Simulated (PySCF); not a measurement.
## Cl: electron affinity

Cl- [Ar] (1S) → Cl [Ne] 3s2 3p5 (2P), as a difference of total energies. All numbers are calculated (PySCF 2.14, no relativity, point nucleus, in def2-QZVPPD (10s7p5d2f1g, 79 functions)). Correlated levels: valence: [Ne] frozen. The calculations carry no spin-orbit coupling.

| method | electron affinity (eV) | plus first-order spin-orbit estimate | error of that sum (eV) |
| --- | --- | --- | --- |
| UHF | 2.369 | 2.334 | -1.279 |
| MP2 (valence) | 3.680 | 3.646 | +0.033 |
| SCS-MP2 (valence) | 3.590 | 3.555 | -0.058 |
| CCSD (valence) | 3.470 | 3.435 | -0.178 |
| CCSD(T) (valence) | 3.563 | 3.528 | -0.085 |

Reference: 3.613 eV (measured; photodetachment measurements, as compiled on the Wikipedia data page of electron affinities).

A first-order spin-orbit estimate (lowest level to lowest level, LS coupling) adds -0.035 eV.

Errors of the correlated levels include the incompleteness of this basis and the frozen core.
